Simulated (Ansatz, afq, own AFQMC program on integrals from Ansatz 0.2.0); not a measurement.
Integrals from Ansatz 0.2.0, then the random walk in our own AFQMC program (afq).

```yaml
crystal:
  periodic: [false, false, false]
  atoms:
    - {symbol: Si, position_ang: [-1.649257, 0.976993, 0.542631]}
    - {symbol: Si, position_ang: [-0.638914, -0.794856, 1.711418]}
    - {symbol: Ge, position_ang: [1.613254, -0.774791, 0.891133]}
    - {symbol: Si, position_ang: [1.433702, -0.120407, -1.414535]}
    - {symbol: Ge, position_ang: [-0.803528, 0.715897, -1.685166]}
    - {symbol: H, position_ang: [-3.143792, 0.962022, 0.601232]}
    - {symbol: H, position_ang: [-1.154404, 2.275255, 1.102685]}
    - {symbol: H, position_ang: [-1.292897, -2.080944, 1.308541]}
    - {symbol: H, position_ang: [-0.716544, -0.656485, 3.198734]}
    - {symbol: H, position_ang: [2.425071, 0.287302, 1.661655]}
    - {symbol: H, position_ang: [2.317455, -2.134882, 1.060288]}
    - {symbol: H, position_ang: [1.667813, -1.291179, -2.316233]}
    - {symbol: H, position_ang: [2.438850, 0.938961, -1.739960]}
    - {symbol: H, position_ang: [-1.653874, -0.332373, -2.432650]}
    - {symbol: H, position_ang: [-0.842936, 2.029477, -2.489762]}
basis:
  gaussian: {orbitals: def2-SVP}
magnetization: {spin_polarized: false}
correlation: {method: ccsd_t, electrons: outside_noble_gas, hamiltonian_folder: ham}
```

```sh
$ ansatz run in.yaml --threads 1 --pin off --events-out ev --progress --plain --max-ram 24576MiB --backend cuda --devices 0, --max-vram 18GiB
```

Options of the walk:

```
--method phaseless --trial cisd --walkers 1300 --populations 20 --least-time 60 --time-step 0.005 --steps-per-block 50 --equilibration-blocks 28 --max-blocks 4000 --target-error 0.00033 --factor-cut 1e-05 --seed 9658 --release-times 0.21,0.42,0.63,0.9 --release-step 0.03 --release-every 5 --taylor-order 6
```

Times are imaginary, in 1/Eh. The walk had a cap of 357 s. With eight or more populations the least sampling time is a fifth of least-time, and the error comes from their spread. Filled inner d shells are frozen with the cores.

afq prints:

```
orbitals 125  electrons 15 15  factors 1116 of 1649
reference energy -5022.56599344 Eh
CCSD correlation -0.58314867 Eh in 10 cycles, weight of the determinant in the CISD state 0.7310
energy of the start -5023.149139 Eh
 block  time / (1/Eh)  mean weight  energy / Eh
     1     0.250  0.9995  -5023.117009
     2     0.500  0.9998  -5023.120392
     3     0.750  0.9990  -5023.129517
     4     1.000  1.0001  -5023.139456
     5     1.250  0.9998  -5023.149658
    10     2.500  1.0004  -5023.166601
    25     6.250  1.0003  -5023.169746
    40    10.000  0.9998  -5023.170794
    55    13.750  0.9998  -5023.172636
    70    17.500  1.0001  -5023.169176
    73    18.250  1.0001  -5023.167432
    85    21.250  0.9998  -5023.172041
   100    25.000  0.9995  -5023.170469
   115    28.750  1.0002  -5023.171768
   130    32.500  1.0002  -5023.171656
   145    36.250  1.0001  -5023.175603
   157    39.250  1.0012  -5023.172976
error from the spread of 20 populations
released: time / (1/Eh)  energy / Eh  error  mean overlap
  0.21  -5023.171936  0.000356  0.9968
  0.42  -5023.171929  0.000451  0.9923
  0.63  -5023.171984  0.000521  0.9935
  0.90  -5023.172376  0.000476  0.9915
energy -5023.171516 +/- 0.000387 Eh
(rows thinned)
```

The run passed its tests (sampling time, drift between the halves within three errors, error under three times the target), which doesn't prove that it has relaxed, ending at its cap on processor time.

Against this walk (error 10.5 meV) on the same determinant: CCSD(T) 86.1 meV higher. The error is statistical and leaves out the bias of the constraint. Released to 0.90 1/Eh the energy moves by -23 ± 17 meV (both errors), within twice the noise.

Cautions: constraint bias not in the error; error above the target (10.5 against 9.0 meV); no relativity below Rb; no spin-orbit coupling; inner d shell frozen.

The walk took 6 min on 1 × NVIDIA H100 80GB HBM3 with 2 threads of AMD EPYC 7R13 Processor (Zen 3) (shared host) (the card was shared). The log's last line is the phaseless energy.
